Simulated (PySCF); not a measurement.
Job for PySCF: R-M06-2X/def2-TZVPPD on CH2O2 (SMILES O=CO) with ghost functions.

```python
from pyscf import gto, dft

mol = gto.M(
    atom='''
    C    -1.88889600   -0.17969200    0.00000000
    O    -1.49328000    1.07368900    0.00000000
    O    -1.17043500   -1.16659000    0.00000000
    H    -2.97948800   -0.25882900    0.00000000
    H    -0.49883300    1.10719500    0.00000000
    ghost-C    1.88889600    0.17969200    0.00000000
    ghost-O    1.49328000   -1.07368900    0.00000000
    ghost-O    1.17043500    1.16659000    0.00000000
    ghost-H    2.97948800    0.25882900    0.00000000
    ghost-H    0.49883300   -1.10719500    0.00000000
    ''',
    basis='def2-tzvppd',
    charge=0, spin=0, verbose=4, max_memory=1800)
mf = dft.RKS(mol, xc='m062x').density_fit(auxbasis='def2-universal-jkfit')
mf.grids.level = 4
mf.conv_tol = 1e-9
mf.max_cycle = 150
mf.kernel()
mf.dip_moment()
```

The head of its log:

```
PySCF version 2.14.0

[INPUT] verbose = 4
[INPUT] num. atoms = 10
[INPUT] num. electrons = 24
[INPUT] charge = 0
[INPUT] spin (= nelec alpha-beta = 2S) = 0
[INPUT] symmetry False subgroup None
[INPUT] Mole.unit = angstrom
[INPUT] Symbol           X                Y                Z      unit          X                Y                Z       unit  Magmom
[INPUT]  1 C     -1.888896000000  -0.179692000000   0.000000000000 AA   -3.569496117786  -0.339568666775   0.000000000000 Bohr   0.0
[INPUT]  2 O     -1.493280000000   1.073689000000   0.000000000000 AA   -2.821890227291   2.028978152958   0.000000000000 Bohr   0.0
[INPUT]  3 O     -1.170435000000  -1.166590000000   0.000000000000 AA   -2.211801596605  -2.204535599656   0.000000000000 Bohr   0.0
[INPUT]  4 H     -2.979488000000  -0.258829000000   0.000000000000 AA   -5.630416311428  -0.489115923095   0.000000000000 Bohr   0.0
[INPUT]  5 H     -0.498833000000   1.107195000000   0.000000000000 AA   -0.942657751895   2.092295316488   0.000000000000 Bohr   0.0
[INPUT]  6 GHOST-C   1.888896000000   0.179692000000   0.000000000000 AA    3.569496117786   0.339568666775   0.000000000000 Bohr   0.0
[INPUT]  7 GHOST-O   1.493280000000  -1.073689000000   0.000000000000 AA    2.821890227291  -2.028978152958   0.000000000000 Bohr   0.0
[INPUT]  8 GHOST-O   1.170435000000   1.166590000000   0.000000000000 AA    2.211801596605   2.204535599656   0.000000000000 Bohr   0.0
[INPUT]  9 GHOST-H   2.979488000000   0.258829000000   0.000000000000 AA    5.630416311428   0.489115923095   0.000000000000 Bohr   0.0
[INPUT] 10 GHOST-H   0.498833000000  -1.107195000000   0.000000000000 AA    0.942657751895  -2.092295316488   0.000000000000 Bohr   0.0

nuclear repulsion = 70.1157836120716
number of shells = 110
number of NR pGTOs = 400
number of NR cGTOs = 302
basis = def2-tzvppd
ecp = {}


******** <class 'pyscf.df.df_jk.DFRKS'> ********
method = DFRKS
initial guess = minao
damping factor = 0
level_shift factor = 0
DIIS = <class 'pyscf.scf.diis.CDIIS'>
diis_start_cycle = 1
diis_space = 8
diis_damp = 0
SCF conv_tol = 1e-09
SCF conv_tol_grad = None
SCF max_cycles = 150
direct_scf = False
XC library pyscf.dft.libxc version 7.1.2
    S. Lehtola, C. Steigemann, M. J. T. Oliveira, and M. A. L. Marques,  SoftwareX 7, 1–5 (2018)
XC functionals = m062x
    Y. Zhao and D. G. Truhlar,  Theor. Chem. Acc. 120, 215 (2008)
    Y. Zhao and D. G. Truhlar,  Theor. Chem. Acc. 120, 215 (2008)
radial grids:
    Treutler-Ahlrichs [JCP 102, 346 (1995); DOI:10.1063/1.469408] (M4) radial grids

becke partition: Becke, JCP 88, 2547 (1988); DOI:10.1063/1.454033
pruning grids: <function nwchem_prune>
grids dens level: 4
symmetrized grids: False
atomic radii adjust function: <function treutler_atomic_radii_adjust>
small_rho_cutoff = 0
Set gradient conv threshold to 3.16228e-05
Initial guess from minao.
tot grids = 233088
******** <class 'pyscf.df.df.DF'> ********
auxbasis = def2-universal-jkfit
init E= -190.164421625613
  HOMO = -0.388259979125667  LUMO = -0.0416837680274753  gap/eV = 9.43082
cycle= 1 E= -189.631316083805  delta_E= 0.533  |g|= 0.844  |ddm|= 1.69
  HOMO = -0.243522311935653  LUMO = -0.00439299498812308  gap/eV = 6.50704
cycle= 2 E= -189.480995779876  delta_E= 0.15  |g|= 1.29  |ddm|= 1.16
  HOMO = -0.378731721725437  LUMO = -0.00384936753857801  gap/eV = 10.20107
```

Question: Give the final energy of this run.

Answer: -189.7700 hartree.
